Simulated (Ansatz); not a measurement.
System: litharge PbO. Method: PBEsol+SOC in Ansatz (PAW).

Run with plane-wave cutoff 520 eV, 8×8×8 k mesh, Fermi–Dirac smearing 0.01 eV, PAW data made under PBE.

Cell (relaxed at this level):

PbO is taken in the tetragonal space group P4/nmm, origin choice 1 (No. 129), Pearson symbol tP4. Cell: a = b = 3.9732 Å, c = 5.0980 Å, α = β = γ = 90.00°. Pb on 2c has 4 O at 2.317 Å. O on 2a is surrounded by 4 Pb at 2.317 Å (tetrahedral). (Neighbours: up to the widest gap in distance over summed covalent radii, below 1.35, at either atom; cation-cation and far metal-metal contacts left out.)

### Question
Give the computed bulk modulus B0, band gap, smallest direct gap on the k points sampled and Γ–Γ gap.

### Answer

* **bulk modulus B0**: 17.1 GPa
* **band gap**: 1.16 eV (indirect)
* **smallest direct gap on the k points sampled**: 2.08 eV
* **Γ–Γ gap**: 2.10 eV

Measured, for comparison: bulk modulus 23.1 GPa (temperature not stated, no zero-point or thermal correction; as tabulated in Canepa et al. (2012), arXiv:1204.2842). Computed (rounded) less measured: bulk modulus -26 % (against room or unstated temperature, where such soft solids are markedly softer).

Note: the cell comes from a level without a dispersion term, which matters for the spacing of layers, chains or molecules; the bulk modulus comes from volumes at which shape and atoms were relaxed; the cell has widely spaced layers and the level no dispersion term, so their spacing and the moduli can rest on weak binding.

Static lattice: no zero-point or thermal effects.

Ansatz is a first-principles code.
